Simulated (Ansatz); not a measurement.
Relaxation of CHOSi (4 atoms, charge -1, multiplicity 1), to a largest force component of 0.02 eV/Å in at most 50 steps.

Computed with UHF/def2-SVP (Ansatz).

```xyz
4
Properties=species:S:1:pos:R:3
C 0.665 -0.240 -0.119
Si -0.348 1.255 0.227
O -0.742 0.011 -0.804
H 0.426 -1.025 0.696
```

Question: Where does it end, and by what steps?

Answer: It converged. Limits of this set-up: an anion without diffuse functions, the dipole of an ion depends on the origin. After 8 steps the energy has fallen by 1.025 eV; C1 moved furthest, 0.32 Å.

| step | energy less start (eV) | largest force component (eV/Å) | accepted |
| --- | --- | --- | --- |
| 0 | 0.0000 | 2.936 | yes |
| 1 | -0.5000 | 3.075 | yes |
| 2 | -0.5268 | 5.920 | yes |
| 3 | -0.9822 | 1.196 | yes |
| 4 | -1.0116 | 0.517 | yes |
| 5 | -0.9907 | 0.490 | no |
| 6 | -1.0247 | 0.099 | yes |
| 7 | -1.0251 | 0.066 | yes |
| 8 | -1.0254 | 0.015 | yes |

```xyz
4
Properties=species:S:1:pos:R:3
C 0.400 -0.213 0.063
Si -0.306 1.473 0.146
O -0.672 -0.089 -0.769
H 0.578 -1.171 0.560
```

The run took 8.3 s on 1 CPU thread of a shared host.
